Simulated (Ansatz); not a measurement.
Input file:

```yaml
crystal:
  periodic: [false, false, false]
  atoms:
    - {symbol: Ga, position_ang: [0.000130, 0.025231, 0.001232]}
    - {symbol: H, position_ang: [-0.000704, -2.063503, -0.009922]}
    - {symbol: H, position_ang: [0.047260, 0.190503, -1.579705]}
    - {symbol: H, position_ang: [-0.055517, 0.127689, 1.504438]}
basis:
  gaussian: {orbitals: def2-mTZVP}
total_charge: 1
magnetization: {spin_polarized: false, initial_magnetization: 1}
correlation: {active_space: {ras: {orbitals: [7, 1, 28], electrons: 15, max_holes: 2, max_particles: 2}, fixed_orbitals: true}}
output: {forces: true}
```

```sh
$ ansatz run in.yaml --threads 1 --pin off --events-out ev --progress --plain --max-ram 2393MiB
```

Task: Roughly how long does this take on 1 thread of Arm Neoverse V2, shared host, and how much host memory?

Result: 5.5 s wall and 0.21 GiB.

```
440 factors; integrals over basis functions are off by at most 7.1e-4 eV
mean field evaluation 1: about -52370.4193 eV, gradient 8.7e0 eV
mean field evaluation 2: about -52370.4197 eV, gradient 8.7e0 eV
mean field evaluation 4: about -52371.3737 eV, gradient 7.9e-1 eV
mean field evaluation 8: about -52371.3757 eV, gradient 3.2e-4 eV
mean field -52371.37569540 eV, -1924.6125582125 hartree, gradient 2.3e-6 eV, S^2 0.750000; 0 other end points of the search recorded, 0 dependent functions left out
reference -52371.37569540 eV, -1924.6125582125 hartree; 17, 16 occupied and 28, 29 virtual orbitals, 440 factors
state -52375.92302128 eV, -1924.7796693564 hartree
the calculation of the forces begins
Total energy: -52375.92302128 eV, -1924.7796693564 hartree
Atom 0 at     0.000130     0.025231     0.001232 Å, force     0.027227     0.262019    -1.315965 eV/Å
Atom 1 at    -0.000704    -2.063503    -0.009922 Å, force     0.001317    -0.202796    -0.015362 eV/Å
Atom 2 at     0.047260     0.190503    -1.579705 Å, force    -0.015452    -0.098380     0.766770 eV/Å
Atom 3 at    -0.055517     0.127689     1.504438 Å, force    -0.013092     0.039158     0.564558 eV/Å
Dipole moment:     0.001876    -0.183851     0.000834 e Å
```

Natural occupations: 1.9932 1.9932 1.9932 1.9931 1.9927 1.9680 1.9597 1.0000 0.0321 0.0117 0.0086 0.0085 0.0080 0.0080 0.0062 0.0057 0.0056 0.0032 0.0019 0.0015 0.0014 0.0009 0.0008 0.0007.

Forces (eV/Å):
```
Ga   0.027  0.262 -1.316
H    0.001 -0.203 -0.015
H   -0.015 -0.098  0.767
H   -0.013  0.039  0.565
```
